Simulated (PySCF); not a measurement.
## Fractional electron number in F (fluorine, neutral)

The 2p beta orbital of [He] 2s2 2p5 is emptied in steps (occupation f), with all orbitals relaxed, ending at [He] 2s2 2p4. Computed with PySCF 2.14 in def2-TZVPPD (6s4p3d1f, 40 functions), with no relativity, point nucleus. The exact energy is a straight line in f; departures are measured from the line between the end points of the same method.

```
  f  LDA (eV)  PBE (eV)  PBE0 (eV)  r2SCAN (eV)  LC-wPBE (eV)  BHandHLYP (eV)  wB97X (eV)  M06-2X (eV)  MN15 (eV)
  1     0.000     0.000      0.000        0.000         0.000           0.000       0.000        0.000      0.000
0.8    -1.228    -1.186     -0.787       -1.080        -0.355          -0.399      -0.374       -0.441     -0.635
0.6    -1.859    -1.788     -1.186       -1.612        -0.535          -0.611      -0.564       -0.685     -0.952
0.4    -1.873    -1.792     -1.187       -1.595        -0.534          -0.622      -0.562       -0.702     -0.948
0.2    -1.256    -1.194     -0.790       -1.043        -0.351          -0.422      -0.368       -0.464     -0.624
  0     0.000     0.000      0.000        0.000         0.000           0.000       0.000        0.000      0.000
```

Question: For M06-2X, how does the orbital energy at f = 1 compare with the removal energy?

Answer: −ε = 14.831 eV against a total-energy difference of 17.487 eV. By Janak's theorem ε = ∂E/∂f, so the gap between them reflects the curvature. Along the path −ε is 15.755 (f = 0.8), 16.805 (f = 0.6), 18.026 (f = 0.4), 19.316 (f = 0.2) eV.

```json
{"method": "LDA", "E(f=0) − E(f=1) (eV)": "17.947", "−ε at f=1 (eV)": "10.357", "−ε at f=0.4 (eV)": "19.445"}
{"method": "PBE", "E(f=0) − E(f=1) (eV)": "17.650", "−ε at f=1 (eV)": "10.294", "−ε at f=0.4 (eV)": "19.137"}
{"method": "PBE0", "E(f=0) − E(f=1) (eV)": "17.443", "−ε at f=1 (eV)": "12.558", "−ε at f=0.4 (eV)": "18.434"}
{"method": "r2SCAN", "E(f=0) − E(f=1) (eV)": "17.535", "−ε at f=1 (eV)": "10.778", "−ε at f=0.4 (eV)": "18.978"}
{"method": "LC-wPBE", "E(f=0) − E(f=1) (eV)": "17.755", "−ε at f=1 (eV)": "15.563", "−ε at f=0.4 (eV)": "18.220"}
{"method": "BHandHLYP", "E(f=0) − E(f=1) (eV)": "17.307", "−ε at f=1 (eV)": "14.875", "−ε at f=0.4 (eV)": "17.770"}
{"method": "wB97X", "E(f=0) − E(f=1) (eV)": "17.456", "−ε at f=1 (eV)": "15.150", "−ε at f=0.4 (eV)": "17.950"}
{"method": "M06-2X", "E(f=0) − E(f=1) (eV)": "17.487", "−ε at f=1 (eV)": "14.831", "−ε at f=0.4 (eV)": "18.026"}
{"method": "MN15", "E(f=0) − E(f=1) (eV)": "17.590", "−ε at f=1 (eV)": "13.636", "−ε at f=0.4 (eV)": "18.419"}
```

Reference removal energy between the ground levels: 17.423 eV (measured; NIST Atomic Spectra Database, ionization energies). The calculation has no spin-orbit coupling.
